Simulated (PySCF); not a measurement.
Bond stretch in HF, singlet.

Levels of theory: UHF/cc-pVTZ (PySCF); RHF/cc-pVTZ (PySCF); UKS-B3LYP = unrestricted B3LYP/cc-pVTZ (PySCF 2.14.0); RKS-B3LYP = PySCF with restricted B3LYP/cc-pVTZ; UKS-M06-2X = unrestricted M06-2X/cc-pVTZ (PySCF); RKS-M06-2X = restricted M06-2X/cc-pVTZ (PySCF); UKS-PBE0 = unrestricted PBE0/cc-pVTZ in PySCF; RKS-PBE0 = restricted PBE0/cc-pVTZ (PySCF).

Scanned distances (Å): 0.74, 0.79, 0.84, 0.87, 0.89, 0.92, 0.96, 0.97, 1.02, 1.07, 1.14, 1.25, 1.38, 1.50, 1.65, 1.86, 2.03, 2.28, 2.46, 2.77, 3.24, 3.64.

Question: Where does the unrestricted solution first break spin symmetry (<S²> of 0.01 or more)?

Answer: UHF: between 1.25 and 1.38 Å; UKS-B3LYP: between 1.50 and 1.65 Å; UKS-M06-2X: between 1.50 and 1.65 Å; UKS-PBE0: between 1.50 and 1.65 Å.

```csv
R / Å,<S²> UHF,E(RHF) − E(UHF) / kcal/mol,<S²> UKS-B3LYP,E(RKS-B3LYP) − E(UKS-B3LYP) / kcal/mol,<S²> UKS-M06-2X,E(RKS-M06-2X) − E(UKS-M06-2X) / kcal/mol,<S²> UKS-PBE0,E(RKS-PBE0) − E(UKS-PBE0) / kcal/mol
0.74,0.00,0.0,0.00,0.0,0.00,0.0,0.00,0.0
0.79,0.00,0.0,0.00,0.0,0.00,0.0,0.00,0.0
0.84,0.00,0.0,0.00,0.0,0.00,0.0,0.00,0.0
0.87,0.00,0.0,0.00,0.0,0.00,0.0,0.00,0.0
0.89,0.00,0.0,0.00,0.0,0.00,0.0,0.00,0.0
0.92,0.00,0.0,0.00,0.0,0.00,0.0,0.00,0.0
0.96,0.00,0.0,0.00,0.0,0.00,0.0,0.00,0.0
0.97,0.00,0.0,0.00,0.0,0.00,0.0,0.00,0.0
1.02,0.00,0.0,0.00,0.0,0.00,0.0,0.00,0.0
1.07,0.00,0.0,0.00,0.0,0.00,0.0,0.00,0.0
1.14,0.00,0.0,0.00,0.0,0.00,0.0,0.00,0.0
1.25,0.00,0.0,0.00,0.0,0.00,0.0,0.00,0.0
1.38,0.28,2.4,0.00,0.0,0.00,0.0,0.00,0.0
1.50,0.56,12.5,0.00,0.0,0.00,0.0,0.00,0.0
1.65,0.76,29.9,0.14,0.6,0.10,0.2,0.23,1.3
1.86,0.89,55.1,0.46,6.4,0.56,7.9,0.54,9.2
2.03,0.94,73.8,0.63,13.1,0.75,18.4,0.69,17.4
2.28,0.98,97.2,0.77,23.0,0.88,33.3,0.83,29.1
2.46,0.99,111.2,0.84,29.4,0.93,42.6,0.89,36.6
2.77,1.00,130.6,0.91,38.4,0.98,56.1,0.95,47.1
3.24,1.00,151.2,0.97,47.7,1.00,70.8,0.99,58.0
3.64,1.00,162.9,0.99,52.8,1.00,78.9,1.00,63.8
```
